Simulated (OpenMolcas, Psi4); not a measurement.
**C2H3ClO (acetyl chloride): methods side by side**

The species is C2H3ClO (7 atoms), meant as a singlet with charge 0. As SMILES, `CC(=O)Cl`. Geometry: relaxed at PBE0-D4/def2-TZVP.

Quantity: the dipole moment, in D. The values are calculated.

| level | kind | program | value (D) | CPU time |
| --- | --- | --- | --- | --- |
| HF/cc-pVDZ | Hartree–Fock | Psi4 | 3.05 | 40 s |
| BLYP/cc-pVDZ | GGA | OpenMolcas | 2.51 | 31 s |
| PBE/cc-pVDZ | GGA | OpenMolcas | 2.57 | 31 s |
| M06-L/cc-pVDZ | meta-GGA | OpenMolcas | 2.77 | 41 s |
| TPSS/cc-pVDZ | meta-GGA | OpenMolcas | 2.62 | 44 s |
| BHLYP/cc-pVDZ | global hybrid | OpenMolcas | ? | 28 s |
| M06-2X/cc-pVDZ | hybrid meta-GGA | OpenMolcas | 2.75 | 38 s |
| PBE0/cc-pVDZ | global hybrid | OpenMolcas | ? | 28 s |

Estimate the missing values from the other rows.

As computed at these levels: BHLYP/cc-pVDZ: 2.82 D; PBE0/cc-pVDZ: 2.73 D. Measured: 2.72 D (NIST CCCBDB). Nearest: PBE0/cc-pVDZ (+0.01 D); farthest: HF/cc-pVDZ (+0.33 D). The measured dipole is a vibrational average, so differences of a few hundredths of a debye mean little. Computed less measured by kind, in D (cc-pVDZ rows): Hartree–Fock +0.33; GGA -0.21 to -0.15; meta-GGA -0.10 to +0.05; global hybrid +0.01 to +0.10. Times are those of the runs behind each value, whatever else they computed, on shared processors of several kinds: orders of magnitude only.
